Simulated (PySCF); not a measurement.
Compound: C₄H₁₀S.
Bonds: C1–C2, C2–C3, C2–C4, C2–S5. Hydrogens: H6, H7, H8 on C1; H9, H10, H11 on C3; H12, H13, H14 on C4; H15 on S5.

The same species was optimised twice, with GFN2-xTB and with PBE0-D3(BJ)/def2-SVP (PySCF), and the same property calculations (PySCF, gas phase) were run on both structures.

| coordinate | GFN2-xTB | PBE0-D3(BJ)/def2-SVP | change |
| --- | --- | --- | --- |
| S5–H15 (Å) | 1.331 | 1.351 | +0.020 |
| C1–H6 (Å) | 1.089 | 1.103 | +0.014 |
| C3–H10 (Å) | 1.089 | 1.103 | +0.014 |
| C4–H14 (Å) | 1.088 | 1.102 | +0.014 |
| C4–H12 (Å) | 1.088 | 1.101 | +0.013 |
| C4–H13 (Å) | 1.088 | 1.101 | +0.013 |
| C3–H11 (Å) | 1.089 | 1.101 | +0.012 |
| C1–H8 (Å) | 1.089 | 1.101 | +0.012 |
| C3–H9 (Å) | 1.088 | 1.100 | +0.012 |
| C1–H7 (Å) | 1.088 | 1.099 | +0.011 |
| C2–S5 (Å) | 1.859 | 1.848 | -0.011 |
| C2–C4 (Å) | 1.524 | 1.527 | +0.003 |
| C1–C2 (Å) | 1.523 | 1.525 | +0.002 |
| C2–C3 (Å) | 1.523 | 1.525 | +0.002 |
| C3–C2–S5 (°) | 108.7 | 109.9 | +1.2 |
| C1–C2–S5 (°) | 108.7 | 109.8 | +1.1 |
| C4–C2–S5 (°) | 105.9 | 105.0 | -0.9 |
| C2–C4–H13 (°) | 110.4 | 111.3 | +0.9 |
| C2–C4–H12 (°) | 110.4 | 111.2 | +0.8 |
| H6–C1–H8 (°) | 108.4 | 107.7 | -0.7 |
| H10–C3–H11 (°) | 108.4 | 107.7 | -0.7 |
| H13–C4–H14 (°) | 108.7 | 108.1 | -0.6 |

Rotational constants: A = 4498, B = 3010, C = 2985 MHz (GFN2-xTB) against A = 4490, B = 3001, C = 2976 MHz (PBE0-D3(BJ)/def2-SVP). Point groups within 0.08 Å: Cs and Cs.

On the GFN2-xTB structure: HOMO (eV) -6.69 [PBE0/pcSseg-1]; LUMO (eV) 0.56 [PBE0/pcSseg-1]; dipole (D) 1.81 [PBE0/pcSseg-1]; GIAO shielding of C1/C3/C4 (mean) (ppm) 150.7 [PBE0/pcSseg-1]; GIAO shielding of C2 (ppm) 139.2 [PBE0/pcSseg-1]; GIAO shielding of S5 (ppm) 462.8 [PBE0/pcSseg-1].

Problem. What do these properties become on the PBE0-D3(BJ)/def2-SVP structure?

Solution. 
```csv
property,level,on GFN2-xTB,on PBE0-D3(BJ)/def2-SVP,change
HOMO (eV),PBE0/pcSseg-1,-6.69,-6.70,-0.01
LUMO (eV),PBE0/pcSseg-1,0.56,0.53,-0.03
dipole (D),PBE0/pcSseg-1,1.81,1.77,-0.04
"energy, GFN2-xTB geometry as zero (kcal/mol)",PBE0/pcSseg-1,0.0,-0.5,-0.5
GIAO shielding of C1/C3/C4 (mean) (ppm),PBE0/pcSseg-1,150.7,148.3,-2.4
GIAO shielding of C2 (ppm),PBE0/pcSseg-1,139.2,140.1,+0.9
GIAO shielding of S5 (ppm),PBE0/pcSseg-1,462.8,463.0,+0.2
```

The heavy atoms differ by 0.013 Å rms after alignment. Among all bonds S5–H15 changes most (+0.020 Å). Changes are differences of the printed values. Neither structure is proved a minimum here.

Conformer computed: `[CH3:1][C:2]([CH3:3])([CH3:4])[SH:5]`: H–S5–C2–C1 -62°.
